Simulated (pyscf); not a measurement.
This saddle point was located with ωB97X-D3(BJ)/def2-SVP in PySCF.

```
In
C 1 2.1380
H 2 1.0996 1 111.49
H 2 1.0997 3 109.10 1 120.34
H 2 1.1007 3 108.78 4 118.21
C 1 2.1380 2 138.99 3 -21.84
H 6 1.0996 1 111.49 2 21.83
H 6 1.0997 7 109.10 1 -120.35
H 6 1.1007 7 108.78 8 -118.21
H 1 1.8916 2 109.62 3 175.73
H 10 1.1850 1 86.39 2 -96.05
Cl 11 1.4697 10 157.71 1 0.01
```
Charge 0, spin multiplicity 1.

Surface: singlet, charge 0. Lowest wavenumbers (cm⁻¹): 854i, 43, 47, 81, 114.

Task: What reaction is this the transition state of?

Result: `[CH3][InH][CH3]` + `[ClH]` <-> `[CH3][In]([CH3])[Cl]` + `[H][H]`, a four-centre exchange read from left to right: H–In, Cl–H broken and Cl–In, H–H formed. At ωB97M-D3(BJ)/def2-TZVP it lies +0.9 kcal/mol from the left side and +30.5 kcal/mol from the right (each side as separated species at their lowest minima found). On the reactant side the descent ends in an adduct with a Cl–In contact, 7.0 kcal/mol under the separated species and 4.5 kcal/mol under the saddle at ωB97X-D3(BJ)/def2-TZVP. What is counted as formed (Cl–In) is already present as a longer contact in the reactant adduct; forming that adduct is a step of its own. At ωB97X-D3(BJ) the barrier from the zero used here is -2.6 kcal/mol. This is the saddle that the search found; another between the same sides may lie lower. Elements past Kr carry the def2 core potentials, without spin-orbit coupling.
